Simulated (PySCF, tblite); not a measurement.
**Complex of hydroxide and 3 × ammonia**

A gas-phase complex of hydroxide and 3 × ammonia; charge -1, singlet. The structure comes from a short search (6 tight-binding starts) and was relaxed by PBE0-D3(BJ)/def2-SVPD; another way of binding may lie lower. No frequency run checks that it is a minimum.

```json
{"part": "1", "name": "hydroxide", "SMILES": "[OH-]", "atoms": "1–2", "charge": "-1", "multiplicity": "1"}
{"part": "2", "name": "ammonia", "SMILES": "N", "atoms": "3–6", "charge": "0", "multiplicity": "1"}
{"part": "3", "name": "ammonia", "SMILES": "N", "atoms": "7–10", "charge": "0", "multiplicity": "1"}
{"part": "4", "name": "ammonia", "SMILES": "N", "atoms": "11–14", "charge": "0", "multiplicity": "1"}
```

```
atom  part   x (Å)   y (Å)   z (Å)
  O1     1  -0.245  -0.043   0.853
  H2     1  -0.914  -0.692   0.626
  N3     2   2.293  -0.780   1.782
  H4     2   2.428  -0.114   2.541
  H5     2   2.903  -0.452   1.036
  H6     2   1.314  -0.602   1.435
  N7     3  -0.632   1.961   2.772
  H8     3  -0.245   2.771   2.290
  H9     3   0.065   1.721   3.475
 H10     3  -0.588   1.180   2.067
 N11     4   0.916   1.685  -1.026
 H12     4   0.425   0.992  -0.403
 H13     4   1.902   1.605  -0.782
 H14     4   0.636   2.599  -0.673
```

```csv
contact,kind (by geometry),distance (Å),angle (°)
H6···O1,hydrogen bond,1.756,171
H10···O1,hydrogen bond,1.756,171
H12···O1,hydrogen bond,1.760,170
```

Interaction energies are complex less parts, with the parts frozen as they stand in it; counterpoise-corrected, in kcal/mol (PySCF).

Problem. How strongly do the parts interact, level by level?

Solution. 
| level | interaction | superposition error removed |
| --- | --- | --- |
| wB97M-D3(BJ)/def2-TZVPD | -42.73 | -0.60 |
| RI-MP2/def2-TZVPD | -39.62 | -2.66 |

Problem. What holds them together? Decompose the wB97M-D3(BJ)/def2-TZVPD energy: frozen parts, their antisymmetrised product, then relaxation.

Solution. electrostatic -68.6, Pauli repulsion +69.9, orbital relaxation -41.1, dispersion correction -3.4 kcal/mol, which sum to the value before the counterpoise correction; the Pauli term holds the exchange-correlation of the frozen density too. Of the attraction, 61 % is electrostatic, 36 % is orbital relaxation, 3 % is dispersion correction.

Problem. Are the pair energies additive?

Solution. The pairs sum to -47.46 kcal/mol (1–2 -15.9, 1–3 -15.9, 1–4 -15.9, 2–3 0.1, 2–4 0.1, 3–4 0.1); the rest of +4.73 is a many-body weakening.

The parts were also relaxed and run alone, at the levels used for the complex: shieldings by PBE0/aug-pcSseg-2; core levels by delta-SCF with SCAN, aug-pcX-2 on the ionised atom and aug-pcseg-1 elsewhere, spin-free X2C.

Values alone: N3–H6 bond (Å): 1.016; shielding of H6 (ppm): 31.43; shielding of O1 (ppm): 373.4; shielding of H10 (ppm): 31.43; shielding of N3 (ppm): 261.0; O1 1s core level (eV): 527.90; N3 1s core level (eV): 405.54; N7 1s core level (eV): 405.54.

Problem. How do these values change when the complex forms?

Solution. 
| property | alone | in the complex | change |
| --- | --- | --- | --- |
| N3–H6 bond (Å) | 1.016 | 1.054 | +0.038 |
| shielding of H6 (ppm) | 31.43 | 22.26 | -9.17 |
| shielding of O1 (ppm) | 373.4 | 262.6 | -110.8 |
| shielding of H10 (ppm) | 31.43 | 22.33 | -9.10 |
| shielding of N3 (ppm) | 261.0 | 250.3 | -10.7 |
| O1 1s core level (eV) | 527.90 | 530.14 | +2.24 |
| N3 1s core level (eV) | 405.54 | 399.98 | -5.56 |
| N7 1s core level (eV) | 405.54 | 399.99 | -5.55 |

Density functionals tend to overstate the lengthening and the red shift of so strongly bound an X–H bond.
